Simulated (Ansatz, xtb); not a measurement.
BClH4Si: which of two conformers lies lower

We compare I, `B[SiH2]Cl`, a singlet, with II, `B[SiH2]Cl`, a singlet. Both are isolated molecules in the gas phase, relaxed with PBE0-D3(BJ)/pcseg-1.

I (Å):

```json
{"atom": "B", "x (Å)": "0.7568", "y (Å)": "0.3953", "z (Å)": "-1.2873"}
{"atom": "Cl", "x (Å)": "0.8531", "y (Å)": "-0.0026", "z (Å)": "1.8347"}
{"atom": "Si", "x (Å)": "-0.1021", "y (Å)": "-0.7503", "z (Å)": "0.1270"}
{"atom": "H", "x (Å)": "0.1921", "y (Å)": "-2.2094", "z (Å)": "0.0524"}
{"atom": "H", "x (Å)": "1.7912", "y (Å)": "0.0632", "z (Å)": "-1.7959"}
{"atom": "H", "x (Å)": "-1.5685", "y (Å)": "-0.5632", "z (Å)": "0.3166"}
{"atom": "H", "x (Å)": "0.2926", "y (Å)": "1.4644", "z (Å)": "-1.5709"}
```

II (Å):

```xyz
7

B     0.2259   -2.0780    2.5132
Cl   -2.6376   -0.6963    1.2687
Si   -0.5660   -0.5726    1.4487
H    -0.4318   -2.9574    2.9936
H     1.4166   -2.0949    2.6743
H    -0.0038   -0.5624    0.0648
H    -0.2571    0.7392    2.0930
```

Question: Estimate E(II) − E(I) at the level CCSD(T)/def2-TZVP.

Answer: Too close to call at this level: CCSD(T)/def2-TZVP gives E(II) − E(I) = −0.61 kcal/mol.

The same difference at several levels:

```
              level             geometry  E(II) − E(I) (kcal/mol)  departure from the last row (kcal/mol)  job, with rough time for the two
PBE0-D3(BJ)/pcseg-1  PBE0-D3(BJ)/pcseg-1                     −1.04                                   −0.43                optimisation, 66 s
       HF/def2-TZVP  PBE0-D3(BJ)/pcseg-1                     −0.57                                   +0.03           part of the CCSD(T) run
      MP2/def2-TZVP  PBE0-D3(BJ)/pcseg-1                     −0.43                                   +0.17           part of the CCSD(T) run
  CCSD(T)/def2-TZVP  PBE0-D3(BJ)/pcseg-1                     −0.61                                                        single point, 31 s
```

The largest departure from CCSD(T)/def2-TZVP is that of PBE0-D3(BJ)/pcseg-1, 0.43 kcal/mol. Levels run at GFN2-xTB geometries aren't shown.

With harmonic frequencies from PBE0-D3(BJ)/pcseg-1 (ideal gas, rigid rotor, one conformer each, 200 K, 1 atm): on the last row, ΔE + ΔZPE = −0.71, ΔH = −0.80, ΔG = −0.47 kcal/mol.

The correlated steps freeze 11 core orbitals. Codes used: Ansatz 0.2.0; the last row on 1 thread of Arm Neoverse V1 on a shared host.
